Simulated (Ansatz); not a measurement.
A nudged elastic band was laid between two geometries of BClH2 + ClH (6 atoms, charge 0, multiplicity 1).

The calculation used Ansatz 0.2.0, RKS PBE-D4/def2-SVP.

* movable images: 7
* climbing image: yes
* spring: 5.0 eV/Å²
* optimiser: quadratic models (default)
* start path: through a guess of the saddle point
* force threshold: 0.05 eV/Å
* iteration limit: 60
* end points: relaxed

Image 0:

```xyz
6
Properties=species:S:1:pos:R:3
B 0.010 0.262 -0.070
H 0.112 0.714 1.051
H 0.961 0.013 -0.777
Cl -1.594 0.253 -0.802
Cl 0.189 -2.227 1.006
H -0.652 -1.915 1.946
```

Image 8:

```xyz
6
Properties=species:S:1:pos:R:3
B 0.010 -0.644 -0.608
H -0.443 0.319 2.353
H 1.043 -0.020 -0.557
Cl -1.479 0.177 -1.020
Cl 0.018 -2.362 -0.280
H -0.124 -0.370 2.467
```

Q: Which bonds break or form, and what moves?

A: Bonds broken: B1–H2, Cl5–H6. Bonds formed: B1–Cl5, H2–H6. BClH2 + ClH becomes BCl2H + H2.

Q: Give the energies along the band, and the barrier.

A: The run converged. The highest image is number 4 of 0 to 8, 0.31 eV above the first end and 1.09 eV above the last; the last end lies 0.78 eV below the first. A vibrational analysis at the climbing image gives one clearly imaginary mode, 572i cm⁻¹: a first-order saddle point. The orbitals stay closed-shell, which can raise the energy where a bond breaks towards radicals; this wasn't checked here.

| image | path coordinate (Å) | energy (eV) | B1–H2 (Å) | Cl5–H6 (Å) | B1–Cl5 (Å) |
| --- | --- | --- | --- | --- | --- |
| 0 | 0.00 | 0.00 | 1.21 | 1.30 | 2.72 |
| 1 | 0.50 | 0.01 | 1.21 | 1.30 | 2.76 |
| 2 | 1.01 | 0.03 | 1.22 | 1.30 | 2.85 |
| 3 | 1.52 | 0.11 | 1.23 | 1.33 | 2.60 |
| 4 | 2.02 | 0.31 | 1.29 | 1.51 | 2.16 |
| 5 | 2.59 | -0.18 | 1.59 | 2.04 | 1.86 |
| 6 | 3.16 | -0.58 | 2.15 | 2.51 | 1.77 |
| 7 | 3.72 | -0.75 | 2.67 | 2.96 | 1.75 |
| 8 | 4.29 | -0.78 | 3.15 | 3.40 | 1.75 |

Q: What is the geometry of the highest image?

A: 
```xyz
6
Properties=species:S:1:pos:R:3
B -0.093 -0.184 0.084
H -0.106 0.236 1.308
H 0.990 -0.013 -0.419
Cl -1.602 0.195 -0.756
Cl -0.045 -2.241 0.731
H -0.119 -0.892 1.408
```

Q: What are the harmonic wavenumbers there?

A: 572i, 197, 547, 684, 782, 887, 923, 1079, 1337, 1566, 2190, 2630 cm⁻¹.

The band took 15 iterations and of the order of 120 core-seconds.

Run time: 120 s on 1 thread of Arm Neoverse V2, with other jobs on the host, peak memory 0.11 GiB.
